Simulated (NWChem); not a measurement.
Species: NaCl; SMILES [Na][Cl]

Computed with NWChem. Each level has its own optimisation; frequencies are unscaled.

Question: Order these runs by computing time, cheapest first, and give rough ratios: B3LYP/def2-TZVP; B3LYP/def2-SVPD; B3LYP/STO-3G.

Answer: B3LYP/STO-3G (1), B3LYP/def2-SVPD (4), B3LYP/def2-TZVP (10). Ratios are rough, from one shared machine; the cheapest took about 2.7 core-seconds (a rough figure). What differs between the cheapest and the dearest: r Cl–Na (Å) 2.212 → 2.364; highest harmonic frequency (cm⁻¹) 527 → 362; zero-point energy (kcal/mol) 0.8 → 0.5; dipole (D) 8.53 → 8.59.
